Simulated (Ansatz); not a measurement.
# AlH6NO: the cost of one run

Program: Ansatz 0.2.0. Level of theory: RHF/def2-SVP. These are calculated values, not measurements.

## (1) The starting structure

Bond lengths: Al1–N2 2.270 Å, N2–H3 1.060 Å, N2–H4 1.060 Å, Al1–H5 1.560 Å, Al1–H6 1.560 Å, Al1–O7 2.080 Å, O7–H8 1.010 Å. Angles: Al1–N2–H3 120.0°, Al1–N2–H4 120.0°, H3–N2–H4 120.0°, N2–Al1–H5 120.0°, N2–Al1–H6 120.0°, N2–Al1–O7 71.6°, H5–Al1–H6 120.0°, H5–Al1–O7 105.4°, H6–Al1–O7 92.8°, Al1–O7–H8 109.5°.

Structure file:

```xyz
9

Al    0.0000    0.0000    0.0000
N     0.0000    0.0000    2.2700
H    -0.8770   -0.2713    2.8000
H     0.8770    0.2713    2.8000
H     1.3510    0.0000   -0.7800
H    -1.3510    0.0000   -0.7800
O    -0.2602    1.9567    0.6559
H    -1.1988    2.2620    0.4419
H    -0.1672    1.2578    1.8121
```

## (2) Pulling towards end A

Springs on the bonds that form and break draw the guess towards this end; the thresholds are loose.

Contents of input.yaml:

```yaml
crystal:
  periodic: [false, false, false]
  atoms:
    - { symbol: Al, position_ang: [0.0, 0.0, 0.0] }
    - { symbol: "N", position_ang: [0.0, 0.0, 2.27] }
    - { symbol: H, position_ang: [-0.877, -0.2713, 2.8] }
    - { symbol: H, position_ang: [0.877, 0.2713, 2.8] }
    - { symbol: H, position_ang: [1.351, 0.0, -0.78] }
    - { symbol: H, position_ang: [-1.351, 0.0, -0.78] }
    - { symbol: O, position_ang: [-0.2602, 1.9567, 0.6559] }
    - { symbol: H, position_ang: [-1.1988, 2.262, 0.4419] }
    - { symbol: H, position_ang: [-0.1672, 1.2578, 1.8121] }
basis:
  gaussian: { orbitals: def2-SVP }
hamiltonian:
  xc: hf
relax:
  f_tol: 0.15
  max_steps: 25
  restrain:
    - { distance: [0, 6], at: 2.98, k: 30.0 }
    - { distance: [8, 1], at: 2.26, k: 30.0 }
    - { distance: [0, 1], at: 1.92, k: 30.0 }
    - { distance: [8, 6], at: 1.01, k: 30.0 }
```

Started as:

```
> ansatz run input.yaml --threads 1 --pin off --max-ram 2048MiB --backend cpu --events-out ev --progress --plain --runs-dir out
```

Q: Estimate wall time and peak memory on 1 thread of Arm Neoverse N1, shared host.

About 22 s, with a peak of 0.12 GiB.
